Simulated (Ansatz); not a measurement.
A made-up structure of AlBSiH5, doublet:

Al1  (-1.323, 1.153, -1.448)
B2  (-0.117, 0.177, -0.102)
Si3  (1.031, -0.854, 1.144)
H4  (-1.956, 0.336, -2.654)
H5  (-1.596, 2.706, -1.250)
H6  (1.010, -2.237, 0.582)
H7  (0.509, -0.900, 2.538)
H8  (0.283, 1.172, 0.314)
(Å)

It is relaxed with PBE-D4/def2-SVP and then PBE0-D4/def2-TZVP (Ansatz 0.2.0). Atoms count as bonded within 1.22 times the sum of their covalent radii (H–H: 0.88 Å). The end point is not checked to be a true minimum.

(1) Does its bonding change? (A judgement: the text doesn't fix the answer.)

Results:

(1) By the calculation: No: no bond forms or breaks.

Where it ends: The first stage lowers the energy by 1.49 eV in 17 steps. It ends as AlBSiH₅ ([AlH2][BH][SiH2]):
```xyz
8
angstrom
Al -1.1828 1.0299 -1.4376
B 0.2142 0.7522 0.1016
Si 0.3946 -0.8795 1.0838
H -0.8339 0.6752 -2.9527
H -2.6432 1.5978 -1.1411
H -0.4279 -2.0937 0.8433
H 1.3498 -1.1510 2.1908
H 0.9700 1.6221 0.4376
```

Labels in which every atom is bracketed show which atoms are joined, not bond orders.

For scale, one of the runs: PBE0-D4/def2-TZVP relaxation, 135 basis functions, launched by `ansatz run in.yaml --threads 2 --pin off --events-out ev --progress --plain --max-ram 4352MiB`. Hardware: 2 CPU threads of an Arm Neoverse V2, shared host. Wall time about 15 s.
